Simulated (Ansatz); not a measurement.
Input file:

```yaml
crystal:
  periodic: [false, false, false]
  atoms:
    - {symbol: Ru, position_ang: [0.000000, 0.000000, 0.000000]}
    - {symbol: Ge, position_ang: [0.000000, 0.000000, 2.274400]}
basis:
  gaussian: {orbitals: def2-SVP}
magnetization: {spin_polarized: true, initial_magnetization: 2}
hamiltonian: {xc: {name: B2PLYP}}
correlation: {electrons: outside_noble_gas}
```

```sh
$ ansatz run in.yaml --threads 1 --pin off --events-out ev --progress --plain --max-ram 2393MiB
```

Output:

```
648 factors; integrals over basis functions are off by at most 6.3e-4 eV
mean field evaluation 1: about -59053.5349 eV, gradient 5.2e1 eV
mean field evaluation 2: about -59053.5577 eV, gradient 5.2e1 eV
mean field evaluation 4: about -59066.9590 eV, gradient 2.3e1 eV
mean field evaluation 8: about -59070.8669 eV, gradient 2.4e0 eV
mean field evaluation 16: about -59071.3116 eV, gradient 1.3e-1 eV
mean field evaluation 32: about -59028.3750 eV, gradient 8.6e1 eV
mean field evaluation 64: about -59070.9675 eV, gradient 1.1e0 eV
mean field evaluation 96: about -59071.1031 eV, gradient 3.3e-1 eV
mean field evaluation 128: about -59067.8689 eV, gradient 3.1e0 eV
mean field evaluation 160: about -59071.0595 eV, gradient 4.4e-3 eV
mean field evaluation 192: about -59071.3106 eV, gradient 7.5e-2 eV
mean field evaluation 224: about -59071.1712 eV, gradient 1.1e0 eV
mean field evaluation 256: about -59071.3121 eV, gradient 4.3e-2 eV
mean field evaluation 288: about -59071.2768 eV, gradient 3.7e-1 eV
mean field evaluation 320: about -59071.3123 eV, gradient 5.3e-6 eV
mean field -59071.31229639 eV, -2170.8306869189 hartree, gradient 5.3e-6 eV, S^2 2.892125; 14 other end points of the search recorded, 0 dependent functions left out
18 core orbitals not correlated: weight in the atoms' cores, before any rotation towards them, 1.000 or more for the frozen orbitals, at most 0.000 for the correlated occupied ones
reference -59071.31241046 eV, -2170.8306911107 hartree; 7, 5 occupied and 38, 40 virtual orbitals, 648 factors
second order -9.92090880 eV of doubles, -0.00000000 eV of singles
Total energy: -59073.99105583 eV, -2170.9291295126 hartree
```

Ran on 1 thread of Arm Neoverse V2, shared host: 36 s wall, 0.18 GiB peak host memory.
